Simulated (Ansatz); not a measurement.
[H···H···F], doublet: transfer scan

Starting geometry:

```xyz
3

H     0.0000    0.0000   -0.9603
H     0.0000    0.0000   -0.2153
F     0.0000    0.0000    1.1757
```

From there H2 is moved from one fragment to the other while all else, the fragments' distance too, stays fixed; atoms are numbered as listed. Energies are in kJ/mol, counted from the starting geometry at the same level.

Basis cc-pVDZ; Ansatz 0.2.0. Correlated methods freeze the noble-gas cores. R marks a restricted (for open shells ROHF) determinant, U an unrestricted one. Active spaces: valence = (9e, 6o) chosen from the atoms' valence shells.

Runs in a small pair space aren't shown, since their orbitals change along the scan.

Full CI is exact within this basis and frozen core; it isn't the basis-set limit. The frozen core follows each run's orbitals, which can shift R against U totals by a few meV.

```json
{"distance H1-H2 (Å)": "0.693", "full CI": "10.8", "unpaired electrons (full CI)": "1.01", "error RHF": "-14.0", "error RMP2": "-4.1", "error UMP2": "-2.6", "error BCCD(T)": "-0.2", "error RCCSDTQ": "0.0", "error MRCISD (valence space)": "-1.1"}
{"distance H1-H2 (Å)": "0.745", "full CI": "0.0", "unpaired electrons (full CI)": "1.02", "error RHF": "0.0", "error RMP2": "0.0", "error UMP2": "0.0", "error BCCD(T)": "0.0", "error RCCSDTQ": "0.0", "error MRCISD (valence space)": "0.0"}
{"distance H1-H2 (Å)": "0.815", "full CI": "-5.9", "unpaired electrons (full CI)": "1.02", "error RHF": "25.5", "error RMP2": "6.3", "error UMP2": "3.1", "error BCCD(T)": "0.3", "error RCCSDTQ": "0.0", "error MRCISD (valence space)": "1.2"}
{"distance H1-H2 (Å)": "0.885", "full CI": "-11.8", "unpaired electrons (full CI)": "1.02", "error RHF": "58.9", "error RMP2": "6.1", "error UMP2": "2.1", "error BCCD(T)": "0.7", "error RCCSDTQ": "0.0", "error MRCISD (valence space)": "1.5"}
{"distance H1-H2 (Å)": "0.955", "full CI": "-24.8", "unpaired electrons (full CI)": "1.02", "error RHF": "76.5", "error RMP2": "-33.3", "error UMP2": "-8.2", "error BCCD(T)": "0.8", "error RCCSDTQ": "0.0", "error MRCISD (valence space)": "1.0"}
{"distance H1-H2 (Å)": "1.026", "full CI": "-46.1", "unpaired electrons (full CI)": "1.02", "error RHF": "57.5", "error RMP2": "-32.8", "error UMP2": "-23.1", "error BCCD(T)": "0.7", "error RCCSDTQ": "0.0", "error MRCISD (valence space)": "0.3"}
{"distance H1-H2 (Å)": "1.096", "full CI": "-70.7", "unpaired electrons (full CI)": "1.02", "error RHF": "39.9", "error RMP2": "-36.1", "error UMP2": "-31.9", "error BCCD(T)": "0.5", "error RCCSDTQ": "0.0", "error MRCISD (valence space)": "-0.6"}
{"distance H1-H2 (Å)": "1.166", "full CI": "-90.4", "unpaired electrons (full CI)": "1.02", "error RHF": "25.4", "error RMP2": "-38.7", "error UMP2": "-35.8", "error BCCD(T)": "0.3", "error RCCSDTQ": "0.0", "error MRCISD (valence space)": "-1.5"}
{"distance H1-H2 (Å)": "1.236", "full CI": "-94.4", "unpaired electrons (full CI)": "1.01", "error RHF": "13.1", "error RMP2": "-40.3", "error UMP2": "-37.5", "error BCCD(T)": "0.1", "error RCCSDTQ": "0.0", "error MRCISD (valence space)": "-2.5"}
```

Unpaired electrons are Σ n²(2−n)² over natural occupations. Errors are those of relative energies. In total energy the starting point itself misses full CI by: RHF 546.6, RMP2 62.5, UMP2 59.5, BCCD(T) 1.2, RCCSDTQ 0.0, MRCISD (valence space) 22.1 kJ/mol.

Spread of the error over the points with a reference, to 1.236 Å (largest less smallest): RCCSDTQ 0.0, BCCD(T) 1.0, MRCISD (valence space) 4.0, UMP2 40.6, RMP2 46.6, RHF 90.5 kJ/mol.
